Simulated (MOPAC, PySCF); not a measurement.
C₂H₆O, SMILES `COC`, neutral singlet in the gas phase. 

Z-matrix (Å, degrees):
```
O
C 1 1.3991
H 2 1.0903 1 107.73
C 1 1.3991 2 112.08 3 -180.00
H 4 1.0903 1 107.73 2 180.00
H 2 1.0997 3 108.87 1 -121.14
H 2 1.0997 3 108.87 6 -117.72
H 4 1.0997 5 108.87 1 121.14
H 4 1.0997 5 108.87 8 117.72
```
Charge 0, multiplicity 1.

All levels are single points at this geometry (PBE0-D4/def2-TZVP); Pople sets use spherical d functions. Orbital energies aren't observables, and empty levels follow the basis.

PM6 in MOPAC gives gap (eV) = 12.17.

Q: Estimate the gap (eV) from each of these levels: B3LYP-D3(BJ)/def2-TZVP in PySCF; PBE-D3(BJ)/def2-TZVP in PySCF; PBE0-D4/def2-TZVP in PySCF; B3LYP/6-31G* in PySCF; BP86/6-31G* in PySCF; M06-2X/6-31G* in PySCF; PBE/6-31G* in PySCF; SVWN5/6-31G* in PySCF; HF/6-31G* in PySCF; AM1 in MOPAC; PM3 in MOPAC; PM7 in MOPAC.

A: 
| level | gap (eV) |
|---|---|
| B3LYP-D3(BJ)/def2-TZVP in PySCF | 8.23 |
| PBE-D3(BJ)/def2-TZVP in PySCF | 6.39 |
| PBE0-D4/def2-TZVP in PySCF | 8.82 |
| B3LYP/6-31G* in PySCF | 9.38 |
| BP86/6-31G* in PySCF | 7.36 |
| M06-2X/6-31G* in PySCF | 12.47 |
| PBE/6-31G* in PySCF | 7.30 |
| SVWN5/6-31G* in PySCF | 7.09 |
| HF/6-31G* in PySCF | 17.78 |
| AM1 in MOPAC | 13.87 |
| PM3 in MOPAC | 13.82 |
| PM7 in MOPAC | 12.43 |
